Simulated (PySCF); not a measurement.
Computed data sheet: cyanoethynyl anion (`C(C#N)#[C-]`)

Species: cyanoethynyl anion, C₃N (charge -1).
Atom-mapped SMILES: `[C-:1]#[C:2][C:3]#[N:4]`

Cartesian coordinates in Å at the PBE0-D3(BJ)/def2-SVP level; atoms count from 1:
```
atom  x, y, z in Å
C1     1.9293   -0.1014   -0.4753
C2     0.6833   -0.0495   -0.3189
C3    -0.6723    0.0095   -0.1499
N4    -1.8366    0.0605   -0.0037
```

Among its groups: nitrile.

**PBE0-D3(BJ)/def2-SVP geometry optimisation, gas phase (PySCF)**

| Item | Value |
| --- | --- |
| Point group | C∞v |
| Rotational constant B (linear) | 4.831 GHz |

wB97X-D/def2-SVPD ground state and vertical TDDFT (core frozen in the response) (PySCF):

| Quantity | Value |
| --- | --- |
| HOMO energy | -4.03 eV |
| LUMO energy | 6.28 eV |
| HOMO–LUMO gap | 10.31 eV |
| Lowest singlet excitation | 4.67 eV (265 nm, f = 0.000) |
| Strongest line among the 6 lowest singlet transitions | S4/S5 at 5.97 eV (208 nm, f = 0.064 summed over these states) |
| Static isotropic polarisability | 50.3 au |
| Electronic spatial extent ⟨r²⟩ about the centre of nuclear charge | 262 bohr² |

From PBE0/pcSseg-1 ground state and GIAO shieldings, non-relativistic (PySCF):

| Quantity | Value |
| --- | --- |
| Lowest Hirshfeld atomic charge | -0.42 e on C1 |
| Highest Hirshfeld atomic charge | +0.01 e on C3 |
| 13C chemical shifts (computed TMS as zero) by class | 218.3 (C1), 111.2 (C3), 82.8 (C2) ppm |
| Isotropic shieldings of nuclei other than C and H, by class | 39 (N4) ppm |
| Mayer bond orders between heavy atoms | C1–C2 3.01, C2–C3 1.08, C3–N4 2.91 |

B3LYP/pcJ-1 indirect spin-spin coupling, non-relativistic, gas phase (PySCF):

| Property | Result |
| --- | --- |
| Largest of the computed one-bond spin–spin couplings (means over like bonds) | 13C–13C +132.9 (C2–C3), 13C–13C +53.9 (C1–C2), 15N–13C -21.6 (N4–C3) Hz |

Monoisotopic mass of the ion (most abundant isotopes, electron mass counted): 50.0036 u.

The polarisability is 7.46 Å³ as a volume (1 au = 0.148185 Å³), or 1.94 au for each of the 26 electrons. No computed singlet falls in the visible range (750 to 380 nm, 1.65 to 3.26 eV); S1 lies 1.41 eV above its blue end. The principal polarisabilities are 33.0, 33.0 and 85.0 au; their mean is the isotropic value. S1 lies 5.64 eV below the HOMO–LUMO gap. The 6 singlets span 4.67 to 6.43 eV, and their oscillator strengths add up to 0.08. For a rigid linear rotor the levels are B·J(J + 1), so J = 1 lies 2B = 9.66 GHz above J = 0.

No diffuse functions stand in pcJ-1 and pcSseg-1, which bears on an anion's orbital energies.

For the NMR shielding job (PBE0/pcSseg-1), on one thread, Arm Neoverse N1 (aarch64), on a shared host, this took 4.1 s of wall time and 0.30 GiB of memory at its peak.
